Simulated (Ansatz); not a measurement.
For 1T (CdI2-type) PtS2, PBEsol+SOC (plane waves, PAW; Ansatz, a quantum-chemistry and plane-wave program) gives:

| Property | Value |
|---|---|
| lattice constant a | 3.567 Å |
| lattice parameter c | 4.817 Å |
| bulk modulus B0 | 18.2 GPa |

What does r²SCAN in Ansatz (plane waves, PAW) give for the same quantities?


- lattice constant a: 3.548 Å (shrinks by 0.5 %)
- lattice parameter c: 5.618 Å (grows by 17 %)
- bulk modulus: 10.7 GPa (drops by 41 %)

For comparison: lattice constant a 3.542 Å (measured, temperature not stated, not corrected to a static lattice; as tabulated in Björkman (2014), arXiv:1406.2436); lattice parameter c 5.036 Å (measured, temperature not stated, zero-point anharmonic expansion removed (computed with revB86b-DF2); no thermal correction; as tabulated in Björkman (2014), arXiv:1406.2436).

Changes are worked out from the printed values.

Unless a cell is named, each level is at its own relaxed cell (PBEsol+SOC 17.69, r²SCAN 20.41 Å³/atom).

Levels without +SOC leave out spin–orbit coupling, which shifts energies and cells of such heavy elements.

Caveats: the cell comes from a level without a dispersion term, which matters for the spacing of layers, chains or molecules (PBEsol+SOC, r²SCAN). Ansatz's density-functional and Hartree–Fock values are scalar-relativistic unless marked +SOC, with PAW data made under PBE.
